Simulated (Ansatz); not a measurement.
Mulliken charges of H$_{4}$O$_{2}$Si, SMILES `O[SiH2]O` from PBE/def2-TZVPP in Ansatz (PBE0-D4/def2-TZVP geometry).

| atom | x (Å) | y (Å) | z (Å) | charge (e) |
| --- | --- | --- | --- | --- |
| O1 | -1.411 | -0.129 | 0.265 | -0.351 |
| Si2 | 0.120 | 0.408 | 0.014 | 0.510 |
| O3 | 1.188 | -0.793 | -0.322 | -0.351 |
| H4 | -1.873 | -0.521 | -0.478 | 0.190 |
| H5 | 0.197 | 1.293 | -1.171 | -0.093 |
| H6 | 0.464 | 1.102 | 1.277 | -0.093 |
| H7 | 1.376 | -1.429 | 0.369 | 0.189 |

Question: By hand: the dipole of these point charges (1 e Å = 4.8032 D).

Answer: Σ q r = (-0.018, -0.060, -0.004) e Å, of length 0.063 e Å = 0.30 D.

Question: How does the dipole of the full density compare? (Best estimate.)

Answer: The calculation gave: (-0.058, -0.219, -0.011) e Å, 1.09 D; the point charges give 0.28 times that, at 2° from its direction.

Point charges leave out the atoms' own dipoles, such as those of lone pairs, and Mulliken's split depends on the basis, so the two needn't agree.
